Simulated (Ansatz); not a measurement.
Elements on the sites of an ideal fcc lattice, at a guessed lattice constant:

```yaml
crystal:
  lattice:
    - [-4.05345, -4.05345, 0.00000]
    - [0.00000, 4.05345, 4.05345]
    - [-4.05345, 4.05345, -4.05345]
  atoms:
    - { symbol: Al, position: [0.00000, 0.00000, 0.00000] }
    - { symbol: Al, position: [0.83333, 0.16667, 0.66667] }
    - { symbol: Al, position: [0.33333, 0.16667, 0.66667] }
    - { symbol: Al, position: [0.66667, 0.33333, 0.33333] }
    - { symbol: Al, position: [0.50000, 0.50000, 0.00000] }
    - { symbol: Al, position: [0.00000, 0.50000, 0.00000] }
    - { symbol: Al, position: [0.83333, 0.66667, 0.66667] }
    - { symbol: Al, position: [0.33333, 0.66667, 0.66667] }
    - { symbol: Al, position: [0.66667, 0.83333, 0.33333] }
    - { symbol: Al, position: [0.16667, 0.83333, 0.33333] }
    - { symbol: Ti, position: [0.50000, 0.00000, 0.00000] }
    - { symbol: Ti, position: [0.16667, 0.33333, 0.33333] }
```

Cell and atoms were relaxed without symmetry on coarser meshes and computed once more. Method: DFT PBE, scalar-relativistic, plane waves, PAW (Ansatz 0.2.0).

Plane waves to 420 eV, a k mesh through Γ of 7×7×5 on the computed 12-atom cell and Gaussian smearing (0.10 eV); no spin polarisation.

The relaxation ran on 3×3×2 (shifted) k points with a smearing of 0.1 eV, from sites shaken by 0.02 Å.

**Question.** What does the relaxation give?

**Answer.** A volume of 16.07 Å³/atom and no gap on the mesh. It lies 0.22 eV/atom below the elements' standard states (static lattices, no corrections for gases). The atoms leave their sites by 0.01 Å (root mean square) and 0.03 Å at most, and the cell stretches by up to 0.7 % at fixed volume.

```xyz
12
Lattice="-3.9898 -3.9915 -0.0020 -0.0003 3.9938 3.9938 -4.0355 4.0352 -4.0349" Properties=species:S:1:pos:R:3 pbc="T T T"
Al   -4.0355    8.0213   -0.0456
Al   -6.0151    0.0230   -2.0242
Al   -4.0202    2.0187   -2.0237
Al   -4.0072    0.0115   -0.0067
Al   -6.0384    4.0276   -2.0375
Al   -4.0349    6.0312   -2.0356
Al   -6.0174    2.0214   -0.0290
Al   -4.0200    4.0158   -0.0256
Al   -4.0067    1.9977    1.9806
Al   -2.0042    4.0027    1.9818
Ti   -2.0108    2.0077    3.9776
Ti   -1.9931    1.9890    0.0032
```

Cost: 2 runs of about 2.9 core-minutes in all (earlier runs that led there not counted), on Intel Xeon Platinum 8259CL (Skylake/Cascade Lake) (shared hosts).